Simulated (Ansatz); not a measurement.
Born–Oppenheimer molecular dynamics of Cl2H2Si (5 atoms, charge 0, multiplicity 1). It starts at the highest image of a converged band. Of that band: Neighbouring images differ by up to 1.5 eV, so the band resolves the path poorly. A vibrational analysis at the climbing image gives one clearly imaginary mode, 393i cm⁻¹: a first-order saddle point.

The calculation used RKS revPBE/def2-SVP in Ansatz.

| Item | Value |
| --- | --- |
| ensemble | NVE (velocity Verlet) |
| time step | 0.5 fs |
| steps asked | 200 |
| starting velocities drawn for | 300 K |
| seed | 2461 |

First frame:

```xyz
5
Properties=species:S:1:pos:R:3
Si 0.186 0.001 -0.559
Cl 1.294 -0.065 1.884
H 1.613 0.053 0.408
Cl -1.066 1.680 -0.625
H -0.791 -1.123 -0.233
```

Problem. How far do the bonds stretch over the last three quarters of this one trajectory? (Pairs bonded in most of those frames.)

Solution. 
| bond | mean (Å) | spread (Å) | shortest | longest |
| --- | --- | --- | --- | --- |
| Si1–Cl2 | 2.231 | 0.232 | 1.85 | 2.56 |
| Si1–H3 | 1.558 | 0.096 | 1.39 | 1.73 |
| Si1–Cl4 | 2.093 | 0.045 | 2.01 | 2.16 |
| Si1–H5 | 1.541 | 0.048 | 1.45 | 1.65 |

Mean temperature of the second half: 3261 K. The conserved energy stayed within 0.48 meV per atom of its start (net change -0.16 meV per atom), so the integration is sound. The kinetic energy rose, since the run started high on the potential surface and went downhill. A run of 0.1 ps of so small a system gives no equilibrium averages. The orbitals stay closed-shell, which can raise the energy where a bond breaks towards radicals; this wasn't checked here.

Time of the run: 4.2 min on 1 thread of Arm Neoverse V2, with other jobs on the host, peak memory 0.11 GiB.
